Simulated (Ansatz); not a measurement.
# NH4 (doublet): the correlation ladder at distance N1–H4 along a hydrogen transfer = 1.519 Å, 6-31G

Aim: climb from Hartree-Fock through coupled cluster and multireference methods for NH4 (doublet) at one geometry and basis, and see what each rung misses.

The runs use Ansatz 0.2.0, Gaussian basis; 6-31G, core rule «outside noble gas», up to 1 orbitals frozen.

Plan: UHF; CCSD(T) on ROHF; CCSD(T) on UHF; BCCD(T) on ROHF; CISD; CCSDT(Q) on ROHF; CCSDT(Q) on UHF; CISDTQ; CCSDTQ on ROHF; CCSDTQ on UHF; CASSCF and MRCISD+Q, 3 electrons in 3 orbitals; CASSCF and NEVPT2, 3 electrons in 3 orbitals; CASSCF and MRCISD+Q, 9 electrons in 8 orbitals; CASSCF and NEVPT2, 9 electrons in 8 orbitals; Full CI.

5 further runs of the same task are left out: 5 that didn't finish.

## Step 1: The geometry

The geometry derives from fragments relaxed apart (PBE0/def2-TZVP) and kept rigid, so it is no stationary point. A hydrogen atom is moved between rigid fragments.

5 atoms, charge 0, spin multiplicity 2.

Atoms are counted from 1 here; the program's logs count them from 0.

Bond lengths: N1–H2 1.012 Å, N1–H3 1.012 Å, H4–H5 0.745 Å. Angles: H2–N1–H3 107.1°.

## Step 2: UHF

The input, in.yaml:

```yaml
crystal:
  periodic: [false, false, false]
  atoms:
    - {symbol: N, position_ang: [-0.178161, -0.031601, -0.049186]}
    - {symbol: H, position_ang: [-0.475441, 0.936233, -0.049186]}
    - {symbol: H, position_ang: [-0.475441, -0.433900, 0.831073]}
    - {symbol: H, position_ang: [1.340839, -0.031600, -0.049187]}
    - {symbol: H, position_ang: [2.085839, -0.031600, -0.049187]}
basis:
  gaussian: {orbitals: 6-31G}
magnetization: {spin_polarized: true, initial_magnetization: 1}
hamiltonian: {xc: hf}
output: {orbitals: {seedname: orbitals}}
```

The run is started by

```console
> ansatz run in.yaml --threads 1 --pin off --events-out ev --progress --plain --max-ram 2393MiB
```

Further steps of the session: CCSD(T) on ROHF; CCSD(T) on UHF; BCCD(T) on ROHF; CISD; CCSDT(Q) on ROHF; CCSDT(Q) on UHF; CISDTQ; CCSDTQ on ROHF; CCSDTQ on UHF; CASSCF and MRCISD+Q, 3 electrons in 3 orbitals; CASSCF and NEVPT2, 3 electrons in 3 orbitals; CASSCF and MRCISD+Q, 9 electrons in 8 orbitals; CASSCF and NEVPT2, 9 electrons in 8 orbitals; Full CI.

**Question.** What will the summary of the whole plan be? Wanted: FCI below the RHF energy; RMP2 from FCI; UMP2 from FCI; RCCSD from FCI; RCCSD(T) from FCI; UCCSD(T) from FCI; RCCSDT(Q) from FCI; UCCSDT(Q) from FCI; NEVPT2 pair from FCI.

As calculated:

| quantity | value |
| --- | --- |
| FCI below the RHF energy | -3.6280 eV |
| RMP2 from FCI | +645.0 meV |
| UMP2 from FCI | +622.3 meV |
| RCCSD from FCI | +50.2 meV |
| RCCSD(T) from FCI | +12.4 meV |
| UCCSD(T) from FCI | +12.4 meV |
| RCCSDT(Q) from FCI | +0.4 meV |
| UCCSDT(Q) from FCI | 0.0 meV |
| NEVPT2 pair from FCI | +563.6 meV |
| MRCISD+Q pair from FCI | +13.0 meV |
| NEVPT2 valence from FCI | +336.2 meV |
| levels within 1 kcal/mol (43 meV) | RCCSD(T), UCCSD(T), BCCD(T), RCCSDT, UCCSDT, CISDTQ, RCCSDT(Q), UCCSDT(Q), RCCSDTQ, UCCSDTQ, MRCISD+Q pair, MRCISD+Q valence |
| T1 diagnostic | 0.025 |
| effectively unpaired electrons | 1.02 |

In words: RCCSD(T) misses by +12.4 meV, 0.3 % of the correlation energy. One determinant dominates. Of the multireference levels listed MRCISD+Q valence comes nearest in total energy (+10.9 meV), which doesn't show that its space is the better one. These misses are within one basis, not against nature; the frozen cores of restricted and unrestricted runs differ, which can shift their rows.
